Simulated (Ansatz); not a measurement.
Geometry optimisation, RHF/def2-SVP (Ansatz 0.2.0).

The input (input.yaml):

```yaml
crystal:
  periodic: [false, false, false]
  atoms:
    - { symbol: B, position_ang: [0.0, 0.0, 0.0] }
    - { symbol: "N", position_ang: [0.0, 0.0, 1.55] }
    - { symbol: H, position_ang: [-0.877, -0.2713, 2.08] }
    - { symbol: H, position_ang: [0.877, 0.2713, 2.08] }
    - { symbol: C, position_ang: [1.3856, 0.0, -0.8] }
    - { symbol: H, position_ang: [1.7152, -1.0462, -0.9702] }
    - { symbol: H, position_ang: [1.2491, 0.508, -1.7774] }
    - { symbol: H, position_ang: [2.1552, 0.5381, -0.2082] }
    - { symbol: H, position_ang: [-1.0305, 0.0, -0.595] }
basis:
  gaussian: { orbitals: def2-SVP }
hamiltonian:
  xc: hf
relax:
  f_tol: 0.02
  max_steps: 40
output:
  orbitals: {}
```

Run as:

```bash
$ ansatz run input.yaml --threads 1 --pin off --max-ram 2048MiB --backend cpu --events-out ev --progress --plain --runs-dir out
```

Where does it end, and by what steps?

It converged. The force dipped under the threshold on the way, but the program's further checks kept it going. After 9 steps the energy has fallen by 0.748 eV; H9 moved furthest, 0.41 Å.

```
step  energy less start (eV)  largest force component (eV/Å)  accepted
   0                  0.0000                           4.035       yes
   1                 -0.6373                           1.841       yes
   2                 -0.7027                           1.593       yes
   3                 -0.7421                           0.224       yes
   4                 -0.7361                           0.267        no
   5                 -0.7456                           0.042       yes
   6                 -0.7473                           0.019       yes
   7                 -0.7474                           0.087       yes
   8                 -0.7479                           0.032       yes
   9                 -0.7480                           0.004       yes
```

```xyz
9
Properties=species:S:1:pos:R:3
B 0.038 -0.117 0.080
N -0.011 0.082 1.459
H -0.853 0.003 1.990
H 0.790 0.315 2.009
C 1.383 0.009 -0.752
H 1.598 -0.934 -1.263
H 1.271 0.763 -1.538
H 2.255 0.275 -0.149
H -0.996 -0.396 -0.478
```

Whether the end is a true minimum wasn't checked by a vibrational analysis.

Time of the run: 12 s on 1 thread of Arm Neoverse V1, on a shared host, peak memory 0.14 GiB.
